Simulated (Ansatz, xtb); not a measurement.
Species: CS$_{2}$, net charge 1, doublet state. SMILES of the parent species: S=C=S
Geometry from a B3LYP-D3(BJ)/def2-TZVP (Ansatz, an electronic-structure program) optimisation:
```
C
S 1 1.5517
S 1 1.5517 2 180.00
```
Charge +1, spin multiplicity 2.

Harmonic wavenumbers from GFN2-xTB (xtb, at its own minimum), cm⁻¹: 294, 294, 684, 1379.

Question: Give the harmonic wavenumbers at B3LYP-D3(BJ)/def2-TZVP (Ansatz, finite differences of forces, unscaled).

Answer: 319, 381, 671, 1252 cm⁻¹. Zero-point energy 3.7 kcal/mol.

Question: From these and the geometry, give the ideal-gas thermochemistry at 298.15 K and 1 atm (rigid rotor, harmonic oscillator).

Answer: Point group D∞h, rotational symmetry number 2. Rotational constants 3.274, 3.274 GHz. S(trans) 38.91, S(rot) 15.61, S(vib) 2.73, S(elec, spin only) 1.38, S 58.6 cal/(mol K). H(298) - H(0) 2.62 kcal/mol; G - E(el) -11.1 kcal/mol.
